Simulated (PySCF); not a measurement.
# SiH (SMILES [SiH]), step by step

Wanted: a series of 19 runs (UPBE0-D4/def2-TZVP, UCCSD(T)/def2-TZVPP, URI-MP2/def2-QZVPP, UPBE-D4/def2-TZVPP, U-r2SCAN-D4/def2-TZVPP, UB3LYP-D4/def2-TZVPP, UPBE0-D4/def2-TZVPP, U-wB97M-V/def2-TZVPP, and more) of HSi. The job is set up through a Python script.

Program for the calculation: PySCF 2.14.0.

1 further run of the same task is left out (for a faulty analytic Hessian).

## Step 1: The structure to begin with

SiH: 2 atoms, total charge 0, spin state doublet. SMILES: `[SiH]`. All atoms were displaced at random from a relaxed shape. The run starts from this shape.

Bond lengths: Si1–H2 1.458 Å.

## Step 2: A geometry optimisation at UPBE0-D4/def2-TZVP (density fitting with def2-universal-jkfit) (run 1)

mol.xyz reads:

```xyz
2
HSi
Si    -0.000258     0.006744     0.054496
H      0.021381    -0.018801     1.512569
```

job.py reads:

```python
from pyscf import gto, dft
from pyscf.geomopt.geometric_solver import kernel as optimise

mol = gto.Mole()
mol.atom = 'mol.xyz'
mol.spin = 1
mol.verbose = 3
mol.max_memory = 1860
mol.basis = 'def2-tzvp'
mol.build()

mf = dft.UKS(mol)
mf.xc = 'pbe0'
mf = mf.density_fit(auxbasis='def2-universal-jkfit')
mf.max_cycle = 100
mf.grids.level = 4
mf.conv_tol = 1e-09
mf.disp = 'd4'
converged, mol_eq = optimise(mf, maxsteps=100)
print('converged:', converged)
print(mol_eq.tostring())

mf.reset(mol_eq)
mol = mol_eq
mf.kernel()
etot = mf.e_tot
print('E(%s) = %.9f' % ('PBE0', etot))
```

Started as:

```console
$ OMP_NUM_THREADS=1 python job.py
```

The log of the run:

```text
maxiter                   100
[... 16 lines left out ...]
> Convergence Criteria:
[... 14 lines left out ...]
WARN: Mole.unit (angstrom) is changed to Bohr
[... 8 lines left out ...]
Step    0 : Gradient = 2.465e-02/2.465e-02 (rms/max) Energy = -289.8628644153
[... 22 lines left out ...]
converged SCF energy = -289.864483534834  <S^2> = 0.75744874  2S+1 = 2.0074349
[... 23 lines left out ...]
Converged! =D
[... 1 line left out ...]
converged: True
Si         -0.00079614        0.00738847        0.01779383
H           0.02192520       -0.01944415        1.54927487

WARN: HOMO -0.127410691998462 >= LUMO -0.127410691998461

converged SCF energy = -289.864483638752  <S^2> = 0.75744818  2S+1 = 2.0074344
E(PBE0) = -289.864483639
```

Run time: 9.9 s. Hardware: 1 thread of Arm Neoverse V1, shared host; peak memory 0.37 GiB.

The path in brief:

| step | energy from the first frame kept (eV) | largest force (eV/Å) |
| --- | --- | --- |
| 0 | 0.0000 | 1.2675 |
| 1 | -0.0439 | 0.0615 |
| 2 | -0.0441 | 0.0092 |
| 3 | -0.0441 | 0.0001 |

After the run. Bond lengths: Si1–H2 1.532 Å.

## Step 3: A single-point energy at UCCSD(T)/def2-TZVPP (run 3)

calc.py reads:

```python
from pyscf import gto, scf, cc

mol = gto.M(
    atom='Si -0.000796 0.007388 0.017794; H 0.021925 -0.019444 1.549275',
    basis='def2-tzvpp',
    spin=1,
    verbose=3,
    charge=0,
    max_memory=1860,
)

calc0 = scf.UHF(mol)
calc0.conv_tol = 1e-10
calc0.kernel()
if not calc0.converged:
    calc0 = calc0.newton().run(calc0.mo_coeff, calc0.mo_occ)

mycc = cc.CCSD(calc0, frozen=5)
mycc.kernel()
e_t = mycc.ccsd_t()
energy = mycc.e_tot + e_t
print('E = %.10f Eh' % energy)
```

Started as:

```console
$ OMP_NUM_THREADS=1 python calc.py
```

The log of the run:

```text
converged SCF energy = -289.434084354905  <S^2> = 0.77266673  2S+1 = 2.0225397
E(UCCSD) = -289.5389831357597  E_corr = -0.1048987808547155
UCCSD(T) correction = -0.00304814390379812
E = -289.5420312797 Eh
```

It took 4.8 s on 1 thread of Arm Neoverse V1, shared host; peak memory 0.42 GiB.

Runs 4 to 14 aren't shown in full; the table further down has their settings and results.

## Step 4: The singlet cation: a single-point energy at CCSD(T)/def2-TZVPP (run 15)

geometry.xyz reads:

```xyz
2

Si    -0.000796     0.007388     0.017794
H      0.021925    -0.019444     1.549275
```

run.py reads:

```python
from pyscf import gto, cc

system = gto.Mole()
system.atom = 'geometry.xyz'
system.max_memory = 1860
system.basis = 'def2-tzvpp'
system.charge = 1
system.verbose = 3
system.build()

mf = system.RHF()
mf.conv_tol = 1e-10
mf.kernel()
if not mf.converged:
    mf = mf.newton().run(mf.mo_coeff, mf.mo_occ)

mycc = cc.CCSD(mf, frozen=5)
mycc.kernel()
e_t = mycc.ccsd_t()
etot = mycc.e_tot + e_t
print(f'total energy: {etot:.8f} hartree')
```

Started as:

```console
$ OMP_NUM_THREADS=1 python run.py
```

The log of the run:

```text
converged SCF energy = -289.158923004897
E(CCSD) = -289.2514433282679  E_corr = -0.09252032337071812
CCSD(T) correction = -0.00163393753121892
total energy: -289.25307727 hartree
```

Run time: 1.7 s. Hardware: 1 thread of Arm Neoverse V1, shared host; peak memory 0.17 GiB.

Runs 16 to 19 aren't shown in full; the table further down has their settings and results.

## Step 5: The singlet cation: the energy at B3LYP/6-31G(d) (spherical functions) (run 20)

run.py reads:

```python
from pyscf import gto, dft

molecule = gto.Mole()
molecule.atom = '''
Si      -0.000796       0.007388       0.017794
H        0.021925      -0.019444       1.549275
'''
molecule.basis = '6-31g*'
molecule.max_memory = 1860
molecule.verbose = 3
molecule.spin = 0
molecule.charge = 1
molecule.build()

calc0 = dft.RKS(molecule, xc='b3lyp')
calc0.grids.level = 5
calc0.conv_tol = 1e-10
calc0.kernel()
if not calc0.converged:
    calc0 = calc0.newton().run(calc0.mo_coeff, calc0.mo_occ)

e_tot = calc0.e_tot
print('E = %.10f Eh' % e_tot)
```

Started as:

```console
$ OMP_NUM_THREADS=1 python run.py
```

The log of the run:

```text
converged SCF energy = -289.693220924048
E = -289.6932209240 Eh
```

Wall time 1.4 s (1 thread of Arm Neoverse V1, shared host); peak memory 0.17 GiB.

## Step 6: All runs side by side

| run | level | task | integral approximation | partner | energy (Eh) | dipole moment (D) of the reference | HOMO energy (eV) | LUMO energy (eV) | wall time |
| --- | --- | --- | --- | --- | --- | --- | --- | --- | --- |
| 1 | UPBE0-D4/def2-TZVP (density fitting with def2-universal-jkfit) | optimise | def2-universal-jkfit | base | -289.864484 | 0.14 | -5.53 | -3.26 | 9.9 s |
| 3 | UCCSD(T)/def2-TZVPP | energy | none | base | -289.542031 | 0.18 | -8.08 | 0.00 | 4.8 s |
| 4 | URI-MP2/def2-QZVPP (density fitting with def2-universal-jkfit) | energy | def2-universal-jkfit | base | -289.528126 | 0.20 | -8.10 | -0.10 | 1.5 s |
| 5 | UPBE-D4/def2-TZVPP | energy | none | base | -289.837599 | 0.11 | -4.49 | -4.19 | 4.2 s |
| 6 | U-r2SCAN-D4/def2-TZVPP | energy | none | base | -289.956315 | 0.15 | -4.83 | -3.99 | 9 s |
| 7 | UB3LYP-D4/def2-TZVPP | energy | none | base | -290.014369 | 0.05 | -5.20 | -3.40 | 4.5 s |
| 8 | UPBE0-D4/def2-TZVPP | energy | none | base | -289.864681 | 0.14 | -5.53 | -3.26 | 4.5 s |
| 9 | U-wB97M-V/def2-TZVPP | energy | none | base | -289.965556 | 0.01 | -7.12 | -1.18 | 12 s |
| 10 | UB2PLYP/def2-TZVPP | energy | none | base | -289.868438 | 0.09 | -6.33 | -1.93 | 4.5 s |
| 11 | USVWN5/def2-TZVPP | energy | none | base | -288.814018 | 0.13 | -4.43 | -4.41 | 3.3 s |
| 12 | UM06-2X/def2-TZVPP | energy | none | base | -289.965943 | 0.08 | -6.12 | -2.28 | 8.1 s |
| 13 | UB3LYP/6-31G* (spherical functions) | energy | none | base | -289.986787 | 0.36 | -5.13 | -3.36 | 2 s |
| 14 | UHF/STO-3G | energy | none | base | -286.056945 | 0.17 | -4.38 | 6.41 | 0.78 s |
| 15 | CCSD(T)/def2-TZVPP | energy | none | cation | -289.253077 | – | -18.01 | -6.95 | 1.7 s |
| 16 | PBE-D4/def2-TZVPP | energy | none | cation | -289.541726 | – | -14.27 | -11.53 | 2.2 s |
| 17 | B3LYP-D4/def2-TZVPP | energy | none | cation | -289.719845 | – | -15.23 | -10.77 | 2.3 s |
| 18 | PBE0-D4/def2-TZVPP | energy | none | cation | -289.567780 | – | -15.40 | -10.52 | 2.2 s |
| 19 | wB97M-V/def2-TZVPP | energy | none | cation | -289.681753 | – | -17.52 | -8.33 | 7.2 s |
| 20 | B3LYP/6-31G* (spherical functions) | energy | none | cation | -289.693221 | – | -15.23 | -10.80 | 1.4 s |

## Step 7: What came out

| quantity | value |
| --- | --- |
| singlet cation, run 20: total energy | -289.69322 Eh |
| singlet cation, run 20: HOMO energy | -15.23 eV |
| singlet cation, run 20: LUMO energy | -10.80 eV |
| singlet cation, run 20: HOMO–LUMO gap | 4.44 eV |
| vertical ionisation energy (to the singlet cation), UCCSD(T)/def2-TZVPP | 7.863 eV |
| vertical ionisation energy (to the singlet cation), UPBE-D4/def2-TZVPP | 8.051 eV |
| vertical ionisation energy (to the singlet cation), UB3LYP-D4/def2-TZVPP | 8.014 eV |
| vertical ionisation energy (to the singlet cation), UPBE0-D4/def2-TZVPP | 8.079 eV |
| vertical ionisation energy (to the singlet cation), U-wB97M-V/def2-TZVPP | 7.723 eV |
| vertical ionisation energy (to the singlet cation), UB3LYP/6-31G* | 7.988 eV |

In words: At UCCSD(T)/def2-TZVPP: removing an electron at fixed nuclei costs 7.86 eV (759 kJ/mol). Only the singlet of the ionised species was computed; a triplet could lie lower. At UPBE-D4/def2-TZVPP: removing an electron at fixed nuclei costs 8.05 eV (186 kcal/mol). At UB3LYP-D4/def2-TZVPP: the vertical ionisation energy comes to 8.01 eV (185 kcal/mol). At UPBE0-D4/def2-TZVPP: removing an electron at fixed nuclei costs 8.08 eV (780 kJ/mol). At U-wB97M-V/def2-TZVPP: the vertical ionisation energy comes to 7.72 eV (745 kJ/mol). Over runs 16, 17, 18, 19, 20 the HOMO–LUMO gap runs from 2.73 eV (PBE-D4/def2-TZVPP) to 9.18 eV (wB97M-V/def2-TZVPP). Totals of different functionals can't be ranked against each other. In run 14 the basis is minimal, so the values are rough. All runs together took 86 s, the longest 12 s.
